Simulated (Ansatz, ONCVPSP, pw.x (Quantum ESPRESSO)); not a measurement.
## Equation-of-state test of one ONCV potential (carbon)

* Element: C
* Generator: ONCVPSP 4.0.1.1 (patched build)
* Type: optimised norm-conserving Vanderbilt (ONCV)
* Functional: PBEsol
* Relativity: scalar-relativistic
* Frozen core: [He]
* Valence charge: 4
* Reference configuration: 2s2 2p0.5 (charge +1.5)
* Partial waves: 2s: rc 1.25 bohr, ncon 4, nbas 8, qcut 6.4 1/bohr, local; 2p: rc 2.65 bohr, ncon 5, nbas 9, qcut 4.6 1/bohr, 2 projectors, debl 1.8 Ha
* Local potential: the s channel
* Core correction: none

Atomic tests: cutoffs needed: 18 Ha and 40 Ha (the cutoffs (Ha) at which the residual kinetic energy of the hardest occupied pseudo-wave falls to 1 and 0.1 mHa per electron); ghost test: no bound ghost flagged; no localised positive-energy state flagged; largest excitation error: +637 meV (all-electron minus pseudo) for 2s1 2p3, out of 4 test configurations.

Crystal test: fcc C in pw.x 7.5, no spin, 18³ k-points, Fermi–Dirac smearing 0.01 Ry, cutoffs 95/380 Ry. The reference is all-electron LAPW (Ansatz 0.2.0) with the same functional, mesh and smearing; V0 and B0 come from Birch–Murnaghan fits to the pressures at five volumes. Errors are pseudo minus all-electron; Δ is the rms difference of the E(V) curves that follow from these fits, minima aligned, over ±6 % about the mean V0. Mesh and smearing are coarse, so the numbers serve the comparison and aren't converged zero-temperature values; the lattice is a test structure that the element need not adopt.

All-electron: a0 = 3.037 Å (V0 = 7.00 Å³/atom), B0 = 172.8 GPa.

Question: How far does the potential miss the all-electron equation of state?

Answer: mean pressure error (GPa): -15.44. The pressure does not cross zero within the volumes sampled, so no fit is given. The largest radius (2.65 bohr) exceeds half the bond length (2.04 bohr), so the spheres overlap, which is one possible source of error among others. This is a poor potential for the solid.

```tsv
V (Å³/atom)	P all-electron (GPa)	P pseudo (GPa)
6.796	5.38	-12.60
6.975	0.61	-15.96
7.154	-3.62	-18.94
7.333	-7.38	-21.57
7.512	-10.73	-23.90
```

Question: At the middle volume, how do free energy and pressure move when the wave cutoff is lowered (ecutrho kept at four times it)?

Answer:

| cutoff (Ry) | shift of F (meV/atom) | shift of P (GPa) |
| --- | --- | --- |
| 43 | +10.5 | -0.52 |
| 57 | +6.1 | -0.17 |
| 76 | +0.7 | -0.01 |

Input at the middle volume:

```
&control
  calculation='scf', prefix='x', pseudo_dir='./', outdir='./tmp', tstress=.true., disk_io='low'
/
&system
  ibrav=0, nat=1, ntyp=1, ecutwfc=95, ecutrho=380, nbnd=9,
  occupations='smearing', smearing='fd', degauss=0.01
/
&electrons
  conv_thr=1e-09, mixing_beta=0.4, electron_maxstep=70
/
ATOMIC_SPECIES
C 1.0 C.UPF
CELL_PARAMETERS angstrom
  0.00000000 1.52934798 1.52934798
  1.52934798 0.00000000 1.52934798
  1.52934798 1.52934798 0.00000000
ATOMIC_POSITIONS crystal
C 0.0000 0.0000 0.0000
K_POINTS automatic
18 18 18 0 0 0
```

```bash
pw.x < C.scf.in > C.scf.out
```

Lines of the output:

```
Message from routine setup:
     using ibrav=0 with symmetry is DISCOURAGED, use correct ibrav instead
     lattice parameter (alat)  =       4.0871  a.u.
     unit-cell volume          =      48.2776 (a.u.)^3
     number of electrons       =         4.00
     number of Kohn-Sham states=            9
     kinetic-energy cutoff     =      95.0000  Ry
     charge density cutoff     =     380.0000  Ry
     scf convergence threshold =      1.0E-09
     Exchange-correlation= PBESOL
     number of k points=   195  Fermi-Dirac smearing, width (Ry)=  0.0100
     iteration #  1     ecut=    95.00 Ry     beta= 0.40
     total energy              =     -11.08183588 Ry
     estimated scf accuracy    <       0.12110869 Ry
     iteration #  2     ecut=    95.00 Ry     beta= 0.40
     total energy              =     -11.06783761 Ry
     estimated scf accuracy    <       0.03357983 Ry
     iteration #  3     ecut=    95.00 Ry     beta= 0.40
     total energy              =     -11.07018011 Ry
     estimated scf accuracy    <       0.00001094 Ry
     iteration #  4     ecut=    95.00 Ry     beta= 0.40
     total energy              =     -11.07018724 Ry
     estimated scf accuracy    <       0.00000630 Ry
     iteration #  5     ecut=    95.00 Ry     beta= 0.40
     total energy              =     -11.07018782 Ry
     estimated scf accuracy    <       0.00000007 Ry
     iteration #  6     ecut=    95.00 Ry     beta= 0.40
     total energy              =     -11.07018782 Ry
     estimated scf accuracy    <          2.5E-09 Ry
     iteration #  7     ecut=    95.00 Ry     beta= 0.40
     the Fermi energy is    10.3051 ev
!    total energy              =     -11.07018782 Ry
     estimated scf accuracy    <          2.6E-11 Ry
     smearing contrib. (-TS)   =      -0.00176869 Ry
     The total energy is F=E-TS. E is the sum of the following terms:
     one-electron contribution =       4.47619520 Ry
     hartree contribution      =       0.30226220 Ry
     xc contribution           =      -3.15543125 Ry
     ewald contribution        =     -12.69144528 Ry
     convergence has been achieved in   7 iterations
          total   stress  (Ry/bohr**3)                   (kbar)     P=     -189.36
```

The run at the middle volume (195 k-points, 7 iterations) took about 17 s on one core of a shared host (Neoverse-N1, 64 threads, 124 GiB, load 67).
